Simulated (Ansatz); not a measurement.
Relaxation of H9NSi2 (12 atoms, charge 0, multiplicity 1), to a largest force component of 0.03 eV/Å in at most 50 steps.

Method: Ansatz 0.2.0, RKS PBE0-D4/6-31G*.

```xyz
12
Properties=species:S:1:pos:R:3:forces:R:3
Si -0.704 -0.183 -0.295 -0.69 -0.32 0.36
H 0.018 0.888 2.042 0.91 1.21 -0.30
H 0.710 -0.413 0.104 0.03 -0.02 0.01
Si -0.982 2.050 -0.956 0.02 -0.07 0.02
H -2.338 2.243 -1.547 -0.02 0.01 -0.01
H -0.860 2.971 0.211 0.00 0.03 0.01
H 0.034 2.447 -1.973 0.01 0.01 -0.01
H -0.972 -1.057 -1.477 0.01 0.01 0.00
N -1.861 -0.710 0.967 0.46 0.19 -0.76
H -2.563 -1.348 0.613 -0.05 -0.03 0.01
H -2.318 0.020 1.501 0.00 -0.04 -0.02
H -0.380 0.365 2.308 -0.67 -0.98 0.68
```

Q: Where does it end, and by what steps?

A: The forces met the threshold. After 16 steps the energy has fallen by 0.208 eV; H2 moved furthest, 0.83 Å.

```json
{"step": "0", "energy less start (eV)": "0.0000", "largest force component (eV/Å)": "1.211", "accepted": "yes"}
{"step": "1", "energy less start (eV)": "-0.1163", "largest force component (eV/Å)": "0.488", "accepted": "yes"}
{"step": "2", "energy less start (eV)": "-0.1590", "largest force component (eV/Å)": "0.305", "accepted": "yes"}
{"step": "3", "energy less start (eV)": "-0.1826", "largest force component (eV/Å)": "0.272", "accepted": "yes"}
{"step": "4", "energy less start (eV)": "-0.1899", "largest force component (eV/Å)": "0.182", "accepted": "yes"}
{"step": "5", "energy less start (eV)": "-0.1910", "largest force component (eV/Å)": "0.483", "accepted": "yes"}
{"step": "6", "energy less start (eV)": "-0.1961", "largest force component (eV/Å)": "0.057", "accepted": "yes"}
{"step": "7", "energy less start (eV)": "-0.1986", "largest force component (eV/Å)": "0.049", "accepted": "yes"}
{"step": "8", "energy less start (eV)": "-0.2016", "largest force component (eV/Å)": "0.035", "accepted": "yes"}
{"step": "9", "energy less start (eV)": "-0.1820", "largest force component (eV/Å)": "0.816", "accepted": "no"}
{"step": "10", "energy less start (eV)": "-0.2041", "largest force component (eV/Å)": "0.032", "accepted": "yes"}
{"step": "11", "energy less start (eV)": "-0.1958", "largest force component (eV/Å)": "0.684", "accepted": "no"}
{"step": "12", "energy less start (eV)": "-0.2055", "largest force component (eV/Å)": "0.032", "accepted": "yes"}
{"step": "13", "energy less start (eV)": "-0.2064", "largest force component (eV/Å)": "0.106", "accepted": "yes"}
{"step": "14", "energy less start (eV)": "-0.2066", "largest force component (eV/Å)": "0.146", "accepted": "yes"}
{"step": "15", "energy less start (eV)": "-0.2073", "largest force component (eV/Å)": "0.097", "accepted": "yes"}
{"step": "16", "energy less start (eV)": "-0.2080", "largest force component (eV/Å)": "0.026", "accepted": "yes"}
```

```xyz
12
Properties=species:S:1:pos:R:3
Si -0.808 -0.253 -0.475
H -0.138 1.210 2.793
H 0.577 -0.478 0.031
Si -1.020 2.008 -1.076
H -2.365 2.280 -1.667
H -0.877 2.899 0.116
H 0.008 2.423 -2.077
H -1.014 -1.083 -1.697
N -1.935 -0.842 0.713
H -2.881 -1.023 0.403
H -1.947 -0.404 1.626
H 0.183 0.538 2.807
```

Whether the end is a true minimum wasn't checked by a vibrational analysis.

The run took 61 s on 1 thread of Arm Neoverse V2 (shared host), peak memory 0.14 GiB.
